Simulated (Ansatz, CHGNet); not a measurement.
For fluorite CeO2, the machine-learned potential CHGNet 0.3.0 (trained on PBE and PBE+U data) gives:

| Item | Result |
|---|---|
| lattice parameter a | 5.466 Å |
| elastic constant C11 | 305 GPa |
| elastic constant C44 | 34.2 GPa |
| polycrystal shear modulus | 52.4 GPa |

Task: What does r²SCAN (Ansatz, a program for electronic structure, plane waves, PAW) give for the same quantities?

Result: 
- lattice constant a: 5.437 Å (drops by 0.5 %)
- elastic constant C11: 364 GPa (goes up by 19 %)
- elastic constant C44: 55.3 GPa (goes up by 62 %)
- Voigt–Reuss–Hill shear modulus: 78.3 GPa (increases by 49 %)

For comparison: lattice constant a 5.391 Å (measured, 0 K, extrapolated to 0 K; as tabulated in Stimac et al. (2024), arXiv:2411.06536); elastic constant C11 403 GPa (measured, temperature not stated, no zero-point or thermal correction; as tabulated in Atomistic and experimental study on thermal conductivity of bulk and porous …); elastic constant C44 60 GPa (measured, temperature not stated, not corrected to a static lattice; as tabulated in Atomistic and experimental study on thermal conductivity of bulk and porous …).

Changes are worked out from the printed values.

Unless a cell is named, each level is at its own relaxed cell (CHGNet 0.3.0 13.61, r²SCAN 13.39 Å³/atom).

Ansatz's density-functional and Hartree–Fock values are scalar-relativistic unless marked +SOC, with PAW data made under PBE.
